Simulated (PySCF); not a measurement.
## Silicon: a sound run and one with changed settings

Sound run: Si [Ne] 3s2 3p2, Si+ [Ne] 3s2 3p1. All numbers are calculated (PySCF 2.14, no relativity, point nucleus, in def2-TZVP (5s5p2d1f, 37 functions)). In the sound run the correlated levels freeze [Ne]. The sound run starts from symmetry-adapted Hartree-Fock orbitals and uses a fine grid where one is needed.

Changed run: the spin-free X2C one-electron Hamiltonian (Gaussian nucleus). This setting is unsound on purpose.

```json
{"species": "Si", "method": "UHF", "sound run (hartree)": "-288.85079", "changed run (hartree)": "-289.39467", "converged": "yes"}
{"species": "Si", "method": "BP86", "sound run (hartree)": "-289.39623", "changed run (hartree)": "-289.94129", "converged": "yes"}
{"species": "Si", "method": "PBE0", "sound run (hartree)": "-289.24944", "changed run (hartree)": "-289.79420", "converged": "yes"}
{"species": "Si", "method": "MP2", "sound run (hartree)": "-288.90571", "changed run (hartree)": "-289.44958", "converged": "yes"}
{"species": "Si", "method": "CCSD(T)", "sound run (hartree)": "-288.92674", "changed run (hartree)": "-289.47057", "converged": "yes"}
{"species": "Si+", "method": "UHF", "sound run (hartree)": "-288.57001", "changed run (hartree)": "-289.11413", "converged": "yes"}
{"species": "Si+", "method": "BP86", "sound run (hartree)": "-289.09288", "changed run (hartree)": "-289.63821", "converged": "yes"}
{"species": "Si+", "method": "PBE0", "sound run (hartree)": "-288.94737", "changed run (hartree)": "-289.49239", "converged": "yes"}
{"species": "Si+", "method": "MP2", "sound run (hartree)": "-288.61035", "changed run (hartree)": "-289.15447", "converged": "yes"}
{"species": "Si+", "method": "CCSD(T)", "sound run (hartree)": "-288.62891", "changed run (hartree)": "-289.17297", "converged": "yes"}
```

Ionisation energy of Si:

| method | sound run (eV) | changed run (eV) |
| --- | --- | --- |
| UHF | 7.640 | 7.634 |
| BP86 | 8.255 | 8.247 |
| PBE0 | 8.220 | 8.213 |
| MP2 | 8.037 | 8.030 |
| SCS-MP2 | 7.953 | 7.946 |
| CCSD | 8.067 | 8.061 |
| CCSD(T) | 8.105 | 8.098 |

Most of the change in total energy is the relativistic energy itself. On top of that the contraction fixes the core shape for the Hamiltonian it was made with, so the changed run is not a good calculation with the other Hamiltonian either.

For comparison, NIST gives 8.152 eV between the lowest levels.
